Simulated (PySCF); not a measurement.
## Which determinant of NaN lies lowest?

Unrestricted PBE0; basis Na pcseg-2, N pcseg-2; no relativity; PySCF 2.14. Outer shells of the fragments: Na 3s1; N 2s2 2p3.

Followed along the bond (rough minima from three points):

```
2Ms+1    unpaired  ⟨S²⟩ at the start  R at minimum (Å)  Te (eV)
    3        π ↑↑               2.12              2.26     0.00
    3    σ ↑, π ↑               2.02              2.08     0.50
    1        π ↑↓               1.00              2.23     0.58
    1    σ ↓, π ↑               1.00              2.09     1.03
    5  σ ↑↑, π ↑↑               6.00  none in the scan   ≤ 1.38
```

Solutions found at the starting distance of 2.230 Å, counted from the lowest of them; the search is not exhaustive and high or unbound solutions are not listed, so other states can lie among these:

| 2Ms+1 | unpaired | term | E (eV) | ⟨S²⟩ | ⟨Lz²⟩ | μ (D) |
| --- | --- | --- | --- | --- | --- | --- |
| 3 | π ↑↑ | ³Σ⁻ | 0.00 | 2.12 | 0.00 | -6.31 |
| 3 | σ ↑, π ↑ | ³Π | 0.56 | 2.02 | 1.01 | -8.35 |
| 1 | π ↑↓ | mixed | 0.58 | 1.00 | 2.01 | -7.33 |
| 1 | σ ↓, π ↑ | mixed | 1.09 | 1.00 | 1.02 | -8.39 |
| 5 | σ ↑↑, π ↑↑ | ⁵Σ⁻ | 1.54 | 6.00 | 0.00 | 2.68 |
| 1 | none | mixed | 2.20 | 0.00 | 2.00 | -7.56 |

A term symbol is given only where ⟨S²⟩ and ⟨Lz²⟩ are close to those of a pure state; real π, δ and φ orbitals otherwise mix terms. A positive dipole means Na(−)N(+).

**Question.** Compare the gap between the two lowest followed solutions at the starting distance with the gap between their minima.

**Answer.** At PBE0 the second solution (triplet, unpaired electrons σ ↑, π ↑) lies +0.56 eV from the first (triplet, unpaired electrons π ↑↑) at 2.230 Å and +0.50 eV at the minima; the two curves relax by different amounts, since their minima lie near 2.08 and 2.26 Å.

Counting both spins, an empty level lies below a filled one in some of these solutions, because spin and occupation are held.
